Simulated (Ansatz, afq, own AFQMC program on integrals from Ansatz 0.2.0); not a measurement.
**SiH₂ (singlet): quantum Monte Carlo beside coupled cluster at scale of all distances = 0.876, cc-pVDZ**

An exercise on one series of results from a longer session: the logs are not shown, and one member is left open.

Method: cc-pVDZ, frozen cores; program: Ansatz 0.2.0, Gaussian basis, and an in-house AFQMC program (afq) on its integrals; all values are calculated.

Plan: Full CI; PBE (unrestricted); r2SCAN (unrestricted); CCSD(T) on RHF; PBE0 (unrestricted); B3LYP (unrestricted); wB97M-V (unrestricted); B2PLYP (unrestricted); Full CI; CCSDT(Q) on RHF; CCSDTQ on RHF; Phaseless AFQMC, CISD trial on RHF; Phaseless AFQMC, single-determinant trial on RHF; Free-projection AFQMC, CISD trial on RHF; UHF; CCSD(T) on UHF; CCSDT(Q) on UHF; CCSDTQ on UHF; Phaseless AFQMC, CISD trial on UHF; Phaseless AFQMC, single-determinant trial on UHF; Free-projection AFQMC, CISD trial on UHF.

2 further runs of the same task are left out: 2 that didn't finish.

## The system

The geometry derives from a PBE0/def2-TZVP stationary point (not a proven minimum). All distances are scaled together.

3 atoms, charge 0, spin multiplicity 1.

Atoms are counted from 1 here; the program's logs count them from 0.

Bond lengths: Si1–H2 1.336 Å, Si1–H3 1.336 Å. Angles: H2–Si1–H3 91.2°.

The first run:

File in.yaml:

```yaml
crystal:
  periodic: [false, false, false]
  atoms:
    - {symbol: Si, position_ang: [0.000000, -0.062614, 0.000000]}
    - {symbol: H, position_ang: [0.000000, 0.872344, -0.954851]}
    - {symbol: H, position_ang: [0.000000, 0.872344, 0.954851]}
basis:
  gaussian: {orbitals: cc-pVDZ}
correlation: {method: fci, electrons: outside_noble_gas}
```

Command:

```bash
> ansatz run in.yaml --threads 1 --pin off --events-out ev --progress --plain --max-ram 16896MiB --backend cuda --devices 0, --max-vram 18GiB
```

Steps of the session up to this table: Full CI; PBE (unrestricted); r2SCAN (unrestricted); CCSD(T) on RHF; PBE0 (unrestricted); B3LYP (unrestricted); wB97M-V (unrestricted); B2PLYP (unrestricted); CCSDT(Q) on RHF; CCSDTQ on RHF; Phaseless AFQMC, CISD trial on RHF; Phaseless AFQMC, single-determinant trial on RHF; Free-projection AFQMC, CISD trial on RHF; UHF; CCSD(T) on UHF; CCSDT(Q) on UHF; CCSDTQ on UHF; Phaseless AFQMC, CISD trial on UHF; Phaseless AFQMC, single-determinant trial on UHF; Free-projection AFQMC, CISD trial on UHF.

One of the session's tables, all rows but one given; the rest of the session is left out.

On the RHF determinant, counted from full CI (exact for this spin and basis):

```
                                                              level  from full CI (meV)
                                                                 HF             +3224.9
                                                                MP2              +826.8
                                                               CCSD               +72.9
                                                            CCSD(T)                   ?
                                                           CCSDT(Q)                +0.6
                                                             CCSDTQ                +0.1
                                                            full CI                 0.0
              Phaseless AFQMC, CISD trial, step 0.005, 4000 walkers                +5.5
Phaseless AFQMC, single-determinant trial, step 0.005, 4000 walkers               -46.5
         Free-projection AFQMC, CISD trial, step 0.03, 4000 walkers                +0.6
```

Q: Estimate the row for CCSD(T) from the others.

The run gave: from full CI (meV): +17.6. In the column «from full CI (meV)» it lies between Phaseless AFQMC, CISD trial, step 0.005, 4000 walkers (+5.5) and CCSD (+72.9).
